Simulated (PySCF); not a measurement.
Species, as SMILES: [SiH2] (SiH2) (closed-shell singlet).
Geometry (B3LYP-D3(BJ)/def2-TZVP, fixed):
```
Si
H 1 1.5232
H 1 1.5232 2 91.51
```

Basis-set convergence of the mean static polarisability at PBE with PySCF. All functions are spherical. Density fitting with generated auxiliary sets. No added dispersion term, no relativity. Reference: the value in aug-pcseg-3, 37.60 bohr³, itself unsure by roughly 0.3 % (its mean distance from aug-cc-pV(Q+d)Z, aug-pcseg-2, aug-cc-pV(T+d)Z). Deviations are taken from unrounded values. Cost is core time over that of pcseg-2, rough, on shared machines of one kind; a dash marks a row that isn't timed (too short, read off another run, short of memory, by another algorithm or on other hardware).

```json
[
 {"basis": "6-31G**", "functions": "28", "cost": "-"},
 {"basis": "pcseg-1", "functions": "28", "cost": "-"},
 {"basis": "cc-pV(D+d)Z", "functions": "33", "cost": "-"},
 {"basis": "6-311G**", "functions": "38", "cost": "-"},
 {"basis": "pcseg-2", "functions": "62", "cost": "1×"},
 {"basis": "cc-pV(T+d)Z", "functions": "67", "cost": "2×"},
 {"basis": "cc-pV(Q+d)Z", "functions": "124", "cost": "3×"},
 {"basis": "pcseg-3", "functions": "130", "cost": "3×"},
 {"basis": "cc-pV(5+d)Z", "functions": "210", "cost": "10×"},
 {"basis": "pcseg-4", "functions": "227", "cost": "10×"}
]
```

Task: Which is the smallest set listed that can be trusted to 1 % here, that is, within that of the reference together with its larger relatives (same family, alike in diffuse functions; a set with none to test it counts only in the reference's own line)?

Result: Of the sets listed that have larger relatives (same family, alike in diffuse functions), none stays within 1 % of the reference together with them. Value minus reference over the reference: 6-31G** -33.0, pcseg-1 -26.9, cc-pV(D+d)Z -25.5, 6-311G** -24.7, pcseg-2 -18.7, cc-pV(T+d)Z -14.4, cc-pV(Q+d)Z -7.5, pcseg-3 -8.2, cc-pV(5+d)Z -4.6, pcseg-4 -4.0 %.
